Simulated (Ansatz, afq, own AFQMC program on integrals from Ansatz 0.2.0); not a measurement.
AFQMC, coupled cluster and functionals along a coordinate of HCl + Si, triplet

```xyz
3

Cl    0.0000    0.0000   -1.5969
H     0.0000    0.0000   -0.3181
Si    0.0000    0.0000    1.9151
```

A hydrogen atom is moved from one rigid fragment to the other; the Cl1–H2 distance tells how far. The two fragments are held close together, so this isn't a minimum-energy path and the start is a compressed complex. Energies in kJ/mol count from this geometry (1.279 Å) at the same level; the start stands on UHF, each point on the determinant named.

Basis cc-pVTZ. Only valence electrons are correlated. Ansatz 0.2.0 and our own AFQMC program on the same integrals; the CISD trial comes from CCSD amplitudes, and released means the phaseless constraint is let go. ± is one standard error of the sampling.

Cautions, each for one point or more: lower spins were not checked; the determinant is a saddle point among determinants of its kind; the ph-AFQMC/CISD walk drifts between its halves; unrestricted determinant slightly spin contaminated.

```tsv
r(Cl1–H2) / Å	det.	T1	weight	⟨S²⟩	CCSD(T)	ph-AFQMC/CISD	CCSDT(Q)	PBE	CCSD
1.505	UHF	0.012	0.86	2.03	32.3	33.0 ± 0.7	31.6	9.5	35.2
1.619	UHF	0.016	0.85	2.05	56.6	56.5 ± 0.7	55.5	24.6	60.4
1.732	UHF	0.020	0.85	2.06	75.0	76.6 ± 0.6	73.5	37.5	78.6
1.845	UHF	0.024	0.84	2.05	87.3	88.2 ± 0.7	85.7	48.6	89.6
2.072	UHF	0.028	0.84	2.03	118.0	118.9 ± 0.7	116.8	86.9	116.3
```

Weight is that of the determinant in the CISD state; at the start T1 is 0.009 and the weight 0.86, and ⟨S²⟩ is 2.02. Largest departures from CCSDT(Q), at the points where its series has closed: CCSD(T) 1.6 kJ/mol at 1.845 (on UHF), ph-AFQMC/CISD 3.1 kJ/mol at 1.732 (on UHF), PBE -37.1 kJ/mol at 1.845, CCSD 5.1 kJ/mol at 1.732 (on UHF). Functionals count only at points shown to share the start's state and spin.

Some points may be missing: those where a free walk finds a much lower state, and past Zn most of those on another determinant than at the start.

A walk keeps the symmetry of its determinant, which the program's search chose and which needn't be the lowest solution, so a lower state of the same spin and another symmetry isn't excluded.
